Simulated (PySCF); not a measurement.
Working with the constants of OH

UHF-CCSD(T) constants of OH, ²Π (doublet), unpaired electrons π ↑ (basis H cc-pVDZ, O cc-pVDZ; no relativity; PySCF 2.14; masses 1.0078 and 15.9949 u):

```
ωe              : 3703.5 cm⁻¹
ωexe            : 87.5 cm⁻¹
Be              : 18.53 cm⁻¹
αe              : 0.722 cm⁻¹
D (centrifugal) : 0.00186 cm⁻¹
De to H + O     : 4.09 eV
```

(1) Give the vibrational terms G(v) and spacings up to v = 5.

(2) How well does the Morse estimate ωe²/(4ωexe) reproduce De, and what is D0?

Correlated steps freeze 1 core orbital. Correlated levels converge slowly with the basis: in double zeta they bind strong bonds too weakly, by up to about 1 eV, and carry superposition errors of some tenths. The state is the lowest determinant that a PBE0 search found; another state may lie lower at other levels.

Answers

(1) G(v) = ωe(v+½) − ωexe(v+½)².

```tsv
v	G(v) (cm⁻¹)	G(v) − G(v−1)	Bv (cm⁻¹)
0	1830		18.17
1	5358	3528	17.45
2	8712	3354	16.73
3	11890	3178	16.00
4	14894	3004	15.28
5	17722	2828	14.56
```

(2) It gives 4.86 eV, 119 % of the computed De. D0 = De − G(0) = 4.09 − 0.23 = 3.86 eV.
